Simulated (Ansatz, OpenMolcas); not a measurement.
## Worked example: the enthalpy of formation of CH2N (SMILES C=[N])

CH2N: 4 atoms, total charge 0, spin state doublet. As SMILES, `C=[N]`. The shape is that of a PBE0-D4/def2-TZVP optimisation.

Total energies at UTPSS/def2-TZVPP (OpenMolcas 26.06); the atoms run unrestricted:

```
species    state  energy (Eh)
   CH2N  doublet   -94.036589
      C  triplet   -37.864593
      N  quartet   -54.612933
      H  doublet    -0.499867
```

Harmonic wavenumbers at UPBE0-D4/def2-TZVP, in cm⁻¹: 929, 998, 1372, 1746, 2990, 3052.

Measured heats of formation of the gaseous atoms at 298.15 K, in kJ/mol: C 716.9, N 472.4, H 218.0. Take 1 Eh = 2625.50 kJ/mol, 1 cm⁻¹ = 0.0119627 kJ/mol, RT = 2.479 kJ/mol.

Question: Work out the heat of formation of the gas at 298 K.

Answer: 
1. Electronic atomisation energy: (-37.864593) + (-54.612933) + 2 × (-0.499867) − (-94.036589) = 0.559329 Eh = 1468.5 kJ/mol.
2. Zero-point energy: half the sum of the wavenumbers, 5543.5 cm⁻¹ = 66.3 kJ/mol.
3. Thermal vibrational enthalpy, Σ hcν̃/(exp(hcν̃/kT) − 1): 0.3 kJ/mol. Translation, rotation and pV of a non-linear molecule: 4 RT = 9.9 kJ/mol.
4. The 4 free atoms carry 5/2 RT each: 24.8 kJ/mol.
5. Atomisation enthalpy at 298 K: 1468.5 − 66.3 − 0.3 − 9.9 + 24.8 = 1416.8 kJ/mol.
6. Sum of the atoms' heats of formation: 1625.3 kJ/mol. Heat of formation: 1625.3 − 1416.8 = +208.5 kJ/mol.

The tabulated value is +238.6 kJ/mol (Active Thermochemical Tables), so this level is off by -30.1 kJ/mol, or 2.2 % of the atomisation enthalpy. Anharmonicity and any spin-orbit splitting of the molecule are left out.
